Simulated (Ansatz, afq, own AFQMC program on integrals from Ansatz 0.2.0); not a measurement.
AFQMC on a folder of integrals that Ansatz 0.2.0 wrote.

```yaml
crystal:
  periodic: [false, false, false]
  atoms:
    - {symbol: B, position_ang: [0.000000, 0.000000, 0.000000]}
    - {symbol: Al, position_ang: [0.000000, 0.000000, 3.264000]}
basis:
  gaussian: {orbitals: cc-pVDZ}
magnetization: {spin_polarized: false}
correlation: {method: ccsd_t, electrons: outside_noble_gas, hamiltonian_folder: ham}
```

```sh
$ ansatz run in.yaml --threads 1 --pin off --events-out ev --progress --plain --max-ram 24576MiB --backend cuda --devices 0, --max-vram 18GiB
```

afq runs on the folder ham with

```
--method phaseless --trial cisd --walkers 40 --populations 1 --least-time 40 --time-step 0.5 --steps-per-block 5 --equilibration-blocks 10 --max-blocks 100 --target-error 0.00116 --factor-cut 1e-05 --seed 6389 --taylor-order 8
```

Times are imaginary, in 1/Eh. The walk had a cap of 60 s.

```
orbitals 26  electrons 3 3  factors 162 of 315
reference energy -266.38128854 Eh
CCSD correlation -0.14332918 Eh in 15 cycles, weight of the determinant in the CISD state 0.8029
energy of the start -266.524619 Eh
 block  time / (1/Eh)  mean weight  energy / Eh
     1     2.500  0.8842  -266.525585
     2     5.000  0.9564  -266.535183
     3     7.500  0.7664  -266.528737
     4    10.000  1.0370  -266.539174
     5    12.500  0.7837  -266.537910
     9    22.500  0.8469  -266.535062
    13    32.500  1.0242  -266.516458
    17    42.500  0.8656  -266.531090
    21    52.500  0.8946  -266.527952
    24    60.000  0.9265  -266.514053
    25    62.500  0.7322  -266.526563
    29    72.500  1.0579  -266.532726
    33    82.500  1.0562  -266.530113
    37    92.500  1.0121  -266.534120
    38    95.000  0.8681  -266.537546
    40   100.000  1.0860  -266.523124
blocks merged  error / Eh  count
     1  0.001062  30
     2  0.001023  15
energy -266.528469 +/- 0.001062 Eh
(rows thinned)
```

The run failed at least one of its tests; the cautions name the faults.

Against this walk (error 28.9 meV) on the same determinant: CCSD(T) 56.3 meV lower (within the noise), CCSDT(Q) 117.3 meV lower, CCSDTQ 122.1 meV lower, full CI 123.2 meV lower, a separate phaseless walk with a CISD trial and standard settings 58.5 ± 29.7 meV lower (within the noise). The error is statistical and leaves out the bias of the constraint.

A setting was made bad on purpose (time step too long), so the walk's energy isn't to be trusted.

Cautions: constraint bias not in the error; error not settled; walkers die often; higher spins were not checked; restricted determinant unstable towards unrestricted (UHF 737 meV lower, ⟨S²⟩ 1.09); strong correlation (T1 0.028, weight of the determinant 0.80, largest double 0.25); the bias of populations of 40 walkers isn't removed; the time-step error isn't removed.

CCSDT and higher add their correlation energy to the determinant of the CCSD(T) run, since their own runs factorise the integrals more tightly (a shift of under 2 meV). A walk keeps the symmetry of its determinant, which the program's search chose and which needn't be the lowest solution, so a lower state of the same spin and another symmetry isn't excluded.
